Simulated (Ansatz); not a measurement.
`CC(F)CF` → `C[CH]CF`• + F• at 600 K and 1 bar (homolysis of the C–F bond).

Computed with Ansatz on PBE0-D4/def2-TZVP structures; ΔE is electronic, products minus reactants. CCSD(T)/CBS adds triple-zeta CCSD(T) − MP2 to the extrapolated MP2 energy (def2 sets, frozen cores). This one scheme is used for every species, atoms too. Open shells (•) are unrestricted, without spin–orbit coupling. Spin–orbit coupling would lower the free atoms: a little for F. One conformer a species, not always the lowest.

| species | CCSD(T)/CBS energy (Eh) | H − E (kJ/mol) | S (J/(mol·K)) |
| --- | --- | --- | --- |
| `CC(F)CF` | -317.34651 | 286.7 | 393.6 |
| `C[CH]CF`• | -217.48998 | 263.6 | 393.1 |
| F• | -99.66871 | 12.5 | 175.0 |

H − E and S are ideal-gas, rigid-rotor, harmonic terms from PBE0-D4/def2-TZVP, for one conformer and one mirror image of each species, with the whole ground term of open shells counted as degenerate. 1 Eh = 2625.50 kJ/mol, R = 8.31446 J/(mol·K).

Question: By hand: ΔE, ΔH, ΔS and ΔG.

Answer: ΔE = (-217.48998) + (-99.66871) − (-317.34651) = 0.18782 Eh = 493.1 kJ/mol. Δ(H − E) = 263.6 + 12.5 − 286.7 = -10.6, so ΔH = 482.5 kJ/mol. ΔS = 393.1 + 175.0 − 393.6 = 174.5 J/(mol·K). ΔG = 482.5 − 600 × (174.5)/1000 = 377.8 kJ/mol.

Question: By hand: the equilibrium constant, and the temperature at which ΔG would vanish if ΔH and ΔS stayed fixed.

Answer: log₁₀ K = −ΔG/(RT ln 10) = -32.9. ΔG = 0 at ΔH/ΔS = 2765 K, far beyond where these terms or the molecules hold.

The number of gas molecules changes by +1, which sets the sign of ΔS. A doubt of 5 kJ/mol in ΔE shifts log₁₀ K by 0.4 here. Other conformers and mirror images would add mixing entropy, several J/(mol·K) or more a flexible species. These are equilibria of isolated gas molecules and say nothing of rates. Largest T1 diagnostic: 0.012 (customary marks: 0.02 for closed shells, 0.045 for open ones).
